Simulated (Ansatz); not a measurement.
# C2H3F3: the cost of one run

Computed with Ansatz 0.2.0 (the levels named in each step, unless a step's input says otherwise).

### 1 Starting point

Bond lengths: F1–C2 1.364 Å, C2–C3 1.529 Å, C3–F4 1.353 Å, C3–F5 1.350 Å, C2–H6 1.094 Å, C2–H7 1.095 Å, C3–H8 1.101 Å. Angles: F1–C2–C3 109.7°, F1–C2–H6 108.0°, F1–C2–H7 107.8°, C3–C2–H6 110.8°, C3–C2–H7 109.5°, H6–C2–H7 111.0°, C2–C3–F4 110.0°, C2–C3–F5 111.5°, C2–C3–H8 112.0°, F4–C3–F5 106.3°, F4–C3–H8 108.6°, F5–C3–H8 108.3°.

As a file:

```xyz
8

F    -1.6336   -1.0175   -0.3786
C    -1.0331    0.1469    0.0025
C     0.4823    0.0223   -0.1584
F     1.0115    1.2209   -0.4944
F     1.0737   -0.3406    0.9999
H    -1.2991    0.3377    1.0467
H    -1.4053    0.9437   -0.6491
H     0.7561   -0.7113   -0.9318
```

### 2 A rough first relaxation, PBE-D4/def2-SVP

This run stands in another session on the same molecule. It ended at:

```xyz
8

F    -1.6004   -1.1130   -0.0809
C    -1.0300    0.1394   -0.0202
C     0.4791    0.0278   -0.1717
F     0.9971    1.2928   -0.2269
F     1.0138   -0.6131    0.9056
H    -1.2520    0.6164    0.9603
H    -1.4291    0.7801   -0.8369
H     0.7742   -0.5282   -1.0926
```

### 3 Relaxation, PBE0-D4/def2-TZVPP

This run stands in another session on the same molecule. It ended at:

```xyz
8

F    -1.5898   -1.0973   -0.0921
C    -1.0234    0.1499   -0.0182
C     0.4721    0.0270   -0.1747
F     0.9964    1.2762   -0.2366
F     1.0077   -0.5961    0.8983
H    -1.2521    0.5955    0.9527
H    -1.4230    0.7735   -0.8208
H     0.7646   -0.5263   -1.0717
```

### 4 Frequencies, PBE0-D4/def2-TZVPP

Contents of input.yaml:

```yaml
crystal:
  periodic: [false, false, false]
  atoms:
    - { symbol: F, position_ang: [-1.58976074, -1.0973431, -0.09209409] }
    - { symbol: C, position_ang: [-1.02340004, 0.14985137, -0.0182296] }
    - { symbol: C, position_ang: [0.47213651, 0.02696749, -0.17472811] }
    - { symbol: F, position_ang: [0.99641667, 1.27616571, -0.23664958] }
    - { symbol: F, position_ang: [1.00773493, -0.59610691, 0.89827441] }
    - { symbol: H, position_ang: [-1.25208605, 0.59548758, 0.95267145] }
    - { symbol: H, position_ang: [-1.42304322, 0.77345513, -0.82082071] }
    - { symbol: H, position_ang: [0.76458195, -0.52629729, -1.07165377] }
basis:
  gaussian: { orbitals: def2-TZVPP }
hamiltonian:
  xc: pbe0
  dispersion: d4
phonons: {}
```

Run with:

```sh
$ ansatz run input.yaml --threads 4 --pin off --max-ram 10240MiB --backend cpu --events-out ev --progress --plain --runs-dir out
```

What time and memory should one allow on 4 threads of Arm Neoverse V2, shared host?

About 66 s, with a peak of 0.42 GiB.
